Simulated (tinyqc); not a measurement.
Worked calculation: MP2 on RHF in the sto-3g basis, frozen core, for OH-, spin multiplicity 1. The basis has no diffuse functions, so it cannot describe the extra electron: this is an exercise in the method, not the real anion. One step of it, computed by the program tinyqc.

Question. Second-order Moller-Plesset energy. E2 = sum_ijab (ia|jb) [2 (ia|jb) - (ib|ja)] / (e_i + e_j - e_a - e_b) over occupied i, j and virtual a, b; the opposite-spin part is (ia|jb)^2 / denominator, the rest is same-spin, and SCS-MP2 scales them by 6/5 and 1/3.

orbital energies (hartree): MO1 -19.444698, MO2 -0.578137, MO3 0.075227, MO4 0.218030, MO5 0.218030, MO6 1.078861

Two-electron integrals over orbitals (pq|rs), unique and non-zero (hartree); the lowest 1 orbital is frozen and left out:
```
(22|22) 0.730968    (32|22) -0.054855   (32|32) 0.134498    (33|22) 0.597040
(33|32) 0.006755    (33|33) 0.626792    (42|42) 0.154999    (43|42) -0.046171
(43|43) 0.035061    (44|22) 0.762671    (44|32) -0.101709   (44|33) 0.580223
(44|44) 0.880159    (52|52) 0.154999    (53|52) -0.046171   (53|53) 0.035061
(54|54) 0.047444    (55|22) 0.762671    (55|32) -0.101709   (55|33) 0.580223
(55|44) 0.785270    (55|55) 0.880159    (62|22) 0.092086    (62|32) 0.041796
(62|33) 0.001313    (62|44) 0.095933    (62|55) 0.095933    (62|62) 0.109148
(63|22) 0.136424    (63|32) -0.116627   (63|33) 0.014760    (63|44) 0.170478
(63|55) 0.170478    (63|62) 0.028313    (63|63) 0.178121    (64|42) 0.034778
(64|43) 0.012373    (64|64) 0.038049    (65|52) 0.034778    (65|53) 0.012373
(65|65) 0.038049    (66|22) 0.675551    (66|32) 0.013278    (66|33) 0.627776
(66|44) 0.667499    (66|55) 0.667499    (66|62) 0.082740    (66|63) 0.061976
(66|66) 0.712553
```

Hartree-Fock energy = -74.06214461 hartree

Give: Terms; Pair energies; MP2 correlation energy; SCS-MP2 correlation energy; MP2 total energy.

Answer.

Terms:
```
i  j  a  b  (ia|jb)  (ib|ja)  denominator       term
3  3  6  6   0.1781   0.1781      -2.0073    -0.0158
2  2  6  6   0.1091   0.1091      -3.3140    -0.0036
5  5  6  6   0.0380   0.0380      -1.7217    -0.0008
4  4  6  6   0.0380   0.0380      -1.7217    -0.0008
3  2  6  6   0.0283   0.0283      -2.6606  -3.01e-04
2  3  6  6   0.0283   0.0283      -2.6606  -3.01e-04
```

Pair energies (hartree; pair i-j sums ij and ji):
```
pair  opposite spin  same spin
2-2         -0.0036     0.0000
3-2         -0.0006     0.0000
3-3         -0.0158     0.0000
4-4         -0.0008     0.0000
5-5         -0.0008     0.0000
```

MP2 correlation energy = -0.021685 hartree

SCS-MP2 correlation energy = -0.026022 hartree

MP2 total energy = -74.083830 hartree
